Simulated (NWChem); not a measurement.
The numbers come from NWChem runs, not from measurements. System: CH, charge 0, spin multiplicity 2, at a geometry optimised with UPBE0/def2-SVP. The structure started from a generated list of species. Its SCF solution wasn't tested for a lower state. Level: ROCCSD(T)/def2-TZVP, 1 core orbitals frozen.

The NWChem input:

```
start mol
memory heap 100 mb stack 700 mb global 1900 mb
geometry units angstroms nocenter noautoz
  C      0.000000     0.000000     0.162037
  H      0.000000     0.000000    -0.972224
  symmetry group C2v
end
basis spherical
  * library def2-tzvp
end
scf
  rohf
  nopen 1
  maxiter 100
  thresh 1e-7
  semidirect memsize 60000000 filesize 0
  # guess.movecs holds the orbitals of an unrestricted PBE0 run
  vectors input guess.movecs output mol.movecs
end
tce
  freeze core 1
  ccsd(t)
  2eorb
  2emet 13
  thresh 1e-6
  maxiter 100
  tilesize 24
end
task tce energy
```

NWChem printed:

```
             Northwest Computational Chemistry Package (NWChem) 7.3.0
             --------------------------------------------------------

                                NWChem Input Module
                                -------------------

 Scaling coordinates for geometry "geometry" by  1.889725989
 (inverse scale =  0.529177249)

 Turning off AUTOSYM since
 SYMMETRY directive was detected!

                             Geometry "geometry" -> ""
                             -------------------------

 Output coordinates in angstroms (scale by  1.889725989 to convert to a.u.)

  No.       Tag          Charge          X              Y              Z
 ---- ---------------- ---------- -------------- -------------- --------------
    1 C                    6.0000     0.00000000     0.00000000     0.16203700
    2 H                    1.0000     0.00000000     0.00000000    -0.97222400

 Effective nuclear repulsion energy (a.u.)       2.7992353559

            Nuclear Dipole moment (a.u.)
            ----------------------------
        X                 Y               Z
 ---------------- ---------------- ----------------
     0.0000000000     0.0000000000    -0.0000037795

      Symmetry information
      --------------------

 Group name             C2v
 Group number             16
 Group order               4
 No. of unique centers     2

      Symmetry unique atoms

     1    2


 Summary of "ao basis" -> "" (spherical)
 ------------------------------------------------------------------------------
       Tag                 Description            Shells   Functions and Types
 ---------------- ------------------------------  ------  ---------------------
 *                         def2-tzvp                  on all atoms

 Summary of "ao basis" -> "ao basis" (spherical)
 ------------------------------------------------------------------------------
       Tag                 Description            Shells   Functions and Types
 ---------------- ------------------------------  ------  ---------------------
 C                         def2-tzvp                11       31   5s3p2d1f
 H                         def2-tzvp                 4        6   3s1p

                                 NWChem SCF Module
                                 -----------------

  ao basis        = "ao basis"
  functions       =    37
  atoms           =     2
  closed shells   =     3
  open shells     =     1
  charge          =   0.00
  wavefunction    = ROHF
  use symmetry    = T
  symmetry adapt  = T

 Summary of "ao basis" -> "ao basis" (spherical)
 ------------------------------------------------------------------------------
       Tag                 Description            Shells   Functions and Types
 ---------------- ------------------------------  ------  ---------------------
 C                         def2-tzvp                11       31   5s3p2d1f
 H                         def2-tzvp                 4        6   3s1p

      Symmetry analysis of basis
      --------------------------

        a1         18
        a2          3
        b1          8
        b2          8

 Forming initial guess at       0.1s

      Symmetry analysis of molecular orbitals - initial
      -------------------------------------------------

  Numbering of irreducible representations:

     1 a1          2 a2          3 b1          4 b2

  Orbital symmetries:

     1 a1          2 a1          3 a1          4 b2          5 b1
     6 a1          7 a1          8 b2          9 a1         10 b1
[...]
     5      4.134024  1 C  s                 34     -2.585053  2 H  s
     4     -2.127909  1 C  s                 14     -1.206212  1 C  pz
     3      0.236238  1 C  s

 center of mass
 --------------
 x =   0.00000000 y =   0.00000000 z =   0.14013511

 moments of inertia (a.u.)
 ------------------
           4.271548666514           0.000000000000           0.000000000000
           0.000000000000           4.271548666514           0.000000000000
           0.000000000000           0.000000000000           0.000000000000

  Mulliken analysis of the total density
  --------------------------------------

    Atom       Charge   Shell Charges
 -----------   ------   -------------------------------------------------------
    1 C    6     6.12   0.86  1.11  0.65  0.94  0.31  0.86  0.99  0.37  0.01  0.02  0.00
    2 H    1     0.88   0.26  0.49  0.12  0.02

 Mulliken analysis of the open-shell density
 -------------------------------------------

    Atom       Charge   Shell Charges
 -----------   ------   -------------------------------------------------------
    1 C    6     1.00   0.00  0.00 -0.00  0.00  0.00  0.37  0.43  0.19  0.00  0.00 -0.00
    2 H    1     0.00   0.00  0.00 -0.00  0.00

       Multipole analysis of the density wrt the origin
       ------------------------------------------------

     L   x y z        total         open         nuclear
     -   - - -        -----         ----         -------
     0   0 0 0     -0.000000     -1.000000      7.000000

     1   1 0 0      0.000000      0.000000      0.000000
     1   0 1 0      0.000000      0.000000      0.000000
     1   0 0 1     -0.623814     -0.232567     -0.000004

     2   2 0 0     -4.202349     -0.777539      0.000000
     2   1 1 0      0.000000      0.000000      0.000000
     2   1 0 1      0.000000     -0.000000      0.000000
     2   0 2 0     -5.772360     -2.332691      0.000000
     2   0 1 1     -0.000000      0.000000      0.000000
     2   0 0 2     -5.790099     -0.847518      3.938011

                   NWChem Extensible Many-Electron Theory Module
                   ---------------------------------------------


            General Information
            -------------------
      Number of processors :     1
         Wavefunction type : Restricted open-shell Hartree-Fock
          No. of electrons :     7
           Alpha electrons :     4
            Beta electrons :     3
           No. of orbitals :    74
            Alpha orbitals :    37
             Beta orbitals :    37
        Alpha frozen cores :     1
         Beta frozen cores :     1
     Alpha frozen virtuals :     0
      Beta frozen virtuals :     0
         Spin multiplicity : doublet
    Number of AO functions :    37
       Number of AO shells :    15
        Use of symmetry is : on
      Symmetry adaption is : on
         Schwarz screening : 0.10D-09

          Correlation Information
          -----------------------
          Calculation type : Coupled-cluster singles & doubles w/ perturbation
   Perturbative correction : (T)
            Max iterations :      100
        Residual threshold : 0.10D-05
     T(0) DIIS level shift : 0.00D+00
     L(0) DIIS level shift : 0.00D+00
     T(1) DIIS level shift : 0.00D+00
     L(1) DIIS level shift : 0.00D+00
     T(R) DIIS level shift : 0.00D+00
     T(I) DIIS level shift : 0.00D+00
   CC-T/L Amplitude update :  5-th order DIIS
                I/O scheme : Global Array Library
        L-threshold :  0.10D-05
        EOM-threshold :  0.10D-05
 no EOMCCSD initial starts read in
 TCE RESTART OPTIONS
 SLICE:      F
 D4D5:       F
 quantumc:   F
 qrotation:  F
 pwtce:      F
 qducc:      F
 nacto:                         0
 nrotv:                         0
 nrot:                          0

            Memory Information
            ------------------
          Available GA space size is     249034062 doubles
          Available MA space size is     104854620 doubles

 Maximum block size supplied by input
 Maximum block size        24 doubles

 tile_dim =     15

 -------------------------------------------------

 Global array virtual files algorithm will be used

 Parallel file system coherency ......... OK

 4-electron integrals stored in orbital form

 v2    file size   =           153154
 4-index algorithm nr.  13 is used
 imaxsize =       30
 imaxsize ichop =        0


CCSD iterations
 ---------------------------------------------------------
 Iter          Residuum       Correlation     Cpu    Wall
 ---------------------------------------------------------
    1   0.1011593999100  -0.1063927474630     0.0     0.0
    2   0.0380422828727  -0.1207946797610     0.0     0.0
    3   0.0190872542407  -0.1244385610804     0.0     0.0
    4   0.0108432748446  -0.1258858445374     0.0     0.0
    5   0.0065831999401  -0.1265720482798     0.0     0.0
    6   0.0013423243054  -0.1274469931912     0.0     0.0
    7   0.0007934913307  -0.1274344209050     0.0     0.0
    8   0.0005372888364  -0.1274363718058     0.0     0.0
    9   0.0003718185501  -0.1274396821838     0.0     0.0
   10   0.0002597524389  -0.1274427407018     0.0     0.0
   11   0.0000290592171  -0.1274514749055     0.0     0.0
   12   0.0000132363899  -0.1274522716830     0.0     0.0
   13   0.0000077324627  -0.1274529779482     0.0     0.0
   14   0.0000047562832  -0.1274533779843     0.0     0.0
   15   0.0000030190187  -0.1274536046451     0.0     0.0
   16   0.0000006937374  -0.1274539347524     0.0     0.0
 -----------------------------------------------------------------
 Iterations converged
 CCSD correlation energy / hartree =        -0.127453934752353
 CCSD total energy / hartree       =       -38.404836758785230

 Singles contributions

 Doubles contributions
 CCSD(T)
 Using plain CCSD(T) code
             total no. of tasks           96
 total no. of tasks / no. procs           96
                         wl_min           28           1.7
                         wl_max        27000           5.5
        thresh for no. of tasks           96

 CCSD[T]  correction energy / hartree =        -0.003404796556112
 CCSD[T] correlation energy / hartree =        -0.130858731308465
 CCSD[T] total energy / hartree       =       -38.408241555341341
 CCSD(T)  correction energy / hartree =        -0.003387771637582
 CCSD(T) correlation energy / hartree =        -0.130841706389935
 CCSD(T) total energy / hartree       =       -38.408224530422814

 Task  times  cpu:        1.4s     wall:        1.4s

 Total times  cpu:        1.4s     wall:        1.4s
```
